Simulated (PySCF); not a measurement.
Species: C₃H₂F₂.
Bonds: F1–C2, C2–C3 (double), C3–F4, C3–C5, C2–C5. Hydrogens: H6, H7 on C5.

Theory: PBE0-D3(BJ)/def2-SVP geometry optimisation, gas phase (PySCF).

Q: List the bond lengths, angles and torsions at this level.

A: 
```tsv
bond	length (bohr)
F1–C2, C3–F4	2.463
C2=C3	2.431
C2–C5, C3–C5	2.842
C5–H6, C5–H7	2.087
```

Bonds in one row agree within 0.02 bohr and their mean is given. A selection of angles:
```tsv
angle	degrees
F1–C2–C3	152.4
F1–C2–C5	143.0
C3–C2–C5	64.7
C3–C5–H6	119.9
C2–C5–C3	50.6
H6–C5–H7	113.0
```

Torsions: F1–C2–C3–F4 0° (synperiplanar); F1–C2–C5–C3 180° (antiperiplanar).

The 3-membered ring C2–C3–C5 has internal angles of 50.6° to 64.7°. The 5 heavy atoms lie in one plane (0.000 Å rms). The 3 C–C bonds span 1.287 Å (C2=C3, drawn double) to 1.504 Å (C2–C5, drawn single), a spread of 0.217 Å.

Point group: C2v (tolerance 0.08 Å). Not checked by PBE0-D3(BJ)/def2-SVP frequencies.
